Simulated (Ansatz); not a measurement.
Basis-set limit of Al2H2⁺, quartet

| atom | x (Å) | y (Å) | z (Å) |
| --- | --- | --- | --- |
| Al | 0.0000 | 0.0000 | 1.1500 |
| Al | 0.0000 | 0.0000 | -1.1500 |
| H | 0.0000 | 0.0000 | 2.7245 |
| H | 0.0000 | 0.0000 | -2.7245 |

Connectivity, by distances: AlH–AlH.

Ansatz 0.2.0, UHF determinant, valence electrons correlated. Energies in eV.

```tsv
set	X	functions	Hartree–Fock	MP2 correlation	CCSD(T) correlation	time
def2-TZVPP	3	112	-13186.6218	-2.4208	-3.3742	9 s on 1 × NVIDIA H100 80GB HBM3 with 1 thread of AMD EPYC 7R13 Processor (Zen 3) (shared host)
def2-QZVPP	4	200	-13187.0384	-2.5783	-3.5030	13 s on 1 × NVIDIA H100 80GB HBM3 with 1 thread of AMD EPYC 7R13 Processor (Zen 3) (shared host)
```

Hartree–Fock is taken to follow E(X) = E∞ + A·exp(−7.88·√X), correlation E(X) = E∞ + B·X^−2.97.

Cautions: another spin lies lower; raised T1 diagnostic.

Task: Work out the CCSD(T) energy at the limit, and how far the shortcut misses it that extrapolates MP2 and adds CCSD(T) minus MP2 from the smaller set.

Result: Hartree–Fock: E∞ = E4 + 0.1377·(E4 − E3) = -13187.0958. Correlation: E∞ = E4 + 0.7407·(E4 − E3) = -3.5984 for CCSD(T) and -2.6950 for MP2. The limit is -13190.6941 eV, 0.153 eV below def2-QZVPP. The shortcut gives a correlation energy of -2.6950 + (-0.9534) = -3.6484, 50 meV lower than the direct value.

Past Ne part of the Hartree–Fock step between the two sets comes from the cores, which don't follow the formula, so the 57 meV that it adds to the total can overshoot; that part largely cancels in differences.
